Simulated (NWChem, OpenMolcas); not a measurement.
BHF2 (SMILES FBF): the dipole moment, rung by rung

BHF2 has 4 atoms, charge 0, and is taken as a singlet. As SMILES, `FBF`. The shape is that of a PBE0-D4/def2-TZVP optimisation.

Each level gives the dipole moment (D). The values are calculated.

| level | kind | program | value (D) | CPU time |
| --- | --- | --- | --- | --- |
| HF/def2-TZVPP | Hartree–Fock | OpenMolcas | 1.14 | 12 s |
| BLYP/def2-TZVPP | GGA | OpenMolcas | 0.79 | 24 s |
| PBE/def2-TZVPP | GGA | NWChem | 0.76 | 29 s |
| TPSS/def2-TZVPP | meta-GGA | OpenMolcas | 0.79 | 32 s |
| r2SCAN/def2-TZVPP | meta-GGA | NWChem | 0.82 | 19 s |
| B3LYP/def2-TZVPP | global hybrid | NWChem | 0.89 | 17 s |
| M06-2X/def2-TZVPP | hybrid meta-GGA | OpenMolcas | 0.99 | 30 s |
| wB97X/def2-TZVPP | range-separated hybrid | NWChem | 0.91 | 1.7 min |

The values span 0.76 to 1.14 D. Magnitudes only. CPU times are rough (shared hosts, several kinds of processor and program).
